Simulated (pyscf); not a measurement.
A first-order saddle from PySCF, ωB97X-D3(BJ)/def2-SVP:

```
As
H 1 1.5189
O 1 2.1247 2 106.10
H 3 0.9735 1 109.44 2 173.76
H 3 1.1713 4 109.42 1 78.73
H 5 1.0695 3 143.69 4 -106.78
Si 1 2.3918 2 91.18 6 -133.86
H 7 1.4895 1 113.08 2 46.55
H 7 1.4928 8 109.57 3 -83.38
H 7 1.4971 8 108.64 9 -117.95
```

Surface: singlet, charge 0. Lowest wavenumbers (cm⁻¹): 1631i, 148, 159, 202, 347.

Which two sides does it connect, and which bonds change?

H₃Si–AsH₂ (SMILES [SiH3][AsH2]) + H₂O (SMILES O) ⇌ HO–AsH–SiH₃ (SMILES O[AsH][SiH3]) + H₂ (SMILES [H][H]), a four-centre exchange read from left to right: As–H, H–O broken and As–O, H–H formed. At ωB97M-D3(BJ)/def2-TZVP it lies +63.8 kcal/mol from the left side and +49.5 kcal/mol from the right (each side as separated species at their lowest minima found). The same reactants have a lower exit, to HO–SiH₂–AsH₂ + H₂ (barrier +35.5 kcal/mol at ωB97M-D3(BJ)/def2-TZVP, against +63.8 kcal/mol here). HO–AsH–SiH₃ lies 29.7 kcal/mol over its isomer HO–SiH₂–AsH₂ (electronic energy, ωB97M-D3(BJ)/def2-TZVP). This is the saddle that the search found; another between the same sides may lie lower. Elements up to Kr have no core potential and no relativistic terms here.
